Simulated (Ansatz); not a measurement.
Corundum (α-Al2O3), treated with PBE-D3(BJ) (plane waves, PAW; Ansatz, a program for electronic structure).

Settings: plane-wave cutoff 520 eV, 8×8×8 k mesh, Fermi–Dirac smearing 0.01 eV, scalar-relativistic PAW data made under PBE.

On both sides of the equilibrium volume: at 8.427 Å³/atom the pressure is 5.02 GPa and the direct gap at Γ 6.321 eV; at 8.771 Å³/atom they are -4.55 GPa and 5.837 eV. The fitted bulk modulus is 239 GPa.

**Question.** Work out the volume deformation potential of this gap and its pressure coefficient, in two ways.

**Answer.** a_V = dE_g/d ln V = (5.837 − 6.321)/ln(8.771/8.427) = -12.10 eV. Since dP = −B d ln V, dE_g/dP = −a_V/B = 51 meV/GPa. Straight from the pressures: (6.321 − 5.837)/(5.02 − (-4.55)) = 51 meV/GPa. At this level and over this range the gap at Γ widens under pressure.

Note: the bulk modulus comes from volumes at which shape and atoms were relaxed.
